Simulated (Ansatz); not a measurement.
**Relative stability**

Two relaxed structures of CH$_{4}$Si, closed shell (PBE0-D4/def2-TZVP; forces vanish, vibrations not checked).

A:

C1  (-0.592, -0.610, -0.063)
Si2  (0.561, 0.879, 0.121)
H3  (-1.517, -0.435, 0.500)
H4  (-0.844, -0.845, -1.098)
H5  (0.599, 0.804, 1.650)
H6  (-0.129, -1.491, 0.401)
(Å)

B:

```
6
angstrom
C -0.7129 -0.5277 -0.2553
Si 0.5991 0.4435 0.2146
H -1.3848 -0.9778 0.4662
H -0.9320 -0.7370 -1.2959
H 0.9092 0.7347 1.6302
H 1.5213 1.0643 -0.7597
```

Ansatz 0.2.0; basis: def2-TZVPP; cores frozen in the correlated methods. B3LYP uses VWN-RPA correlation.

(1) Which structure is lower at CCSD(T), and by how much? (To be estimated.)

(2) Do the other methods give the same order? (A judgement: the text doesn't fix the answer.)

No T1 diagnostic of these runs exceeds 0.015. The restricted Hartree–Fock reference is unstable towards an unrestricted one at one or more of these structures.

Results:

(1) The calculation gives: B, by 9.8 kJ/mol (electronic energy, against the other). By their contacts, A is CH₄Si ([CH3][SiH]) and B is CH₄Si ([CH2][SiH2]).

(2) By the calculation: Not all: HF gives the other order.

```tsv
method	E(B) − E(A) (kJ/mol)
PBE-D4	-14.0
r2SCAN-D4	-22.5
PBE0-D4	-7.8
B3LYP-D4	-10.6
wB97M-V	-0.6
HF	7.2
MP2	-18.3
CCSD	-2.8
CCSD(T)	-9.8
```

Labels in which every atom is bracketed show which atoms are joined, not bond orders.

For scale, one of the runs: CCSD(T)/def2-TZVPP, 129 basis functions, launched by `ansatz run in.yaml --threads 2 --pin off --events-out ev --progress --plain --max-ram 4352MiB`. The run took about 6.5 s on 2 CPU threads of an Arm Neoverse V1 (shared host).
